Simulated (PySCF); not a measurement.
**Exercise with solution: dipole moment from atomic charges**

Si(H)3(Me) (CH₆Si), SMILES C[SiH3]. Atoms are numbered in the order given.

```xyz
8

Si     0.0000     0.0000    -0.6340
C      0.0000     0.0000     1.2421
H      1.2024    -0.6942    -1.1564
H      0.0000     1.3884    -1.1564
H     -1.2024    -0.6942    -1.1564
H      0.0000    -1.0198     1.6311
H     -0.8832     0.5099     1.6311
H      0.8832     0.5099     1.6311
```

Geometry optimised at B3LYP-D3(BJ)/def2-TZVP. The isomer is the one that the SMILES or the coordinates give; other isomers of the formula were not compared.

Charges (e) from B3LYP/def2-TZVPD run with PySCF:

```
atom  ESP fit     IAO
----  -------  ------
Si1     0.504   0.670
C2     -0.502  -0.722
H3     -0.133  -0.138
H4     -0.132  -0.138
H5     -0.133  -0.138
H6      0.132   0.156
H7      0.131   0.156
H8      0.131   0.156
```

The dipole moment of the full density is 0.77 D.

### Question
What dipole moment does each set of point charges give, and which comes closer to that of the density?

### Answer

μ = Σ q r, and 1 e Å = 4.8032 D.
ESP fit: Σ q r = (0.000, 0.000, 0.160) e Å, |μ| = 0.77 D.
IAO: Σ q r = (0.000, 0.000, -0.079) e Å, |μ| = 0.38 D.
ESP fit comes closer in size. Point charges leave out the atoms' own dipoles (lone pairs, polarised bonds); fits to the potential absorb them, partitions of the density don't.
